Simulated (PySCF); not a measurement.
Species: C3H5FS.
Structure used (PBE0-D3(BJ)/def2-SVP), in Å, numbered top down from 1:
```xyz
10
C3H5FS angstrom
C      1.214   -0.028    0.233
C     -0.029    0.316   -0.537
S     -1.138    1.622    0.111
C     -1.340   -0.156   -0.049
F     -1.356   -0.900    1.076
H      1.585   -1.019   -0.076
H      1.011   -0.051    1.311
H      2.008    0.708    0.040
H      0.089    0.353   -1.627
H     -2.106   -0.498   -0.755
```

NICS is the negative of the GIAO shielding at a point without a nucleus: at the ring centre (0) and 1 Å above and below it (1); zz is the component along the ring normal. Level: GIAO PBE0/pcSseg-1 (PySCF, non-relativistic, gas phase) on the PBE0-D3(BJ)/def2-SVP geometry, one conformer.

Ring bond lengths (Å), with Mayer bond orders in brackets: C2–S3 1.832 (0.95), S3–C4 1.797 (0.98), C4–C2 1.476 (0.93).

Task: What do the NICS probes read (ppm)?

Result: 
| ring | type | NICS(0) | NICS(1), two faces | NICS(1)zz, two faces | rms pucker (Å) | centre to ring atoms, mean (Å) |
| --- | --- | --- | --- | --- | --- | --- |
| C2–S3–C4 | 3-membered ring with S; formal bonds all single | -44.7 | -9.8 / -7.0 | -24.0 / -14.2 | 0.00 | 0.98 |

Task: What can be read from them?

Result: 
- C2–S3–C4: mean NICS(1)zz -19.1 ppm, shielded. C2, C4 have four or more neighbours; no verdict on aromaticity is drawn. The two faces differ by 9.8 ppm, so no symmetry operation interchanges them. NICS(0) lies 36 ppm below the mean NICS(1).

Task: What is the mean of the two in-plane components of NICS at the second NICS(1) probe listed for ring C2–S3–C4, 1 Å off the ring?

Result: The isotropic value is a third of the trace: (3 × -7.0 − (-14.2))/2 = -3.4 ppm.

Task: List the ring angles and the Hirshfeld charges of the ring atoms.

Result: 
- C2–S3–C4: C2 64.8° (-0.030 e), S3 48.0° (-0.061 e), C4 67.3° (+0.051 e); sum 180.0° against 180° for a flat convex ring.

Task: How do the values depend on the level or the medium?

Result: 
```tsv
level	NICS(0), C2–S3–C4	mean NICS(1)zz, C2–S3–C4
PBE0/pcSseg-1, gas	-44.7	-19.1
WP04/pcSseg-2, gas	-45.3	-19.3
B97-2/pcSseg-2, gas	-46.2	-19.9
BHandHLYP/pcSseg-2, gas	-46.3	-20.2
CAM-B3LYP/pcSseg-2, gas	-46.3	-19.9
LC-wPBE/pcSseg-2, gas	-47.1	-20.2
PBE0/6-311+G(2d,p), gas	-45.1	-19.6
PBE0/6-31G, gas	-40.9	-16.3
```

The geometry is the same throughout.
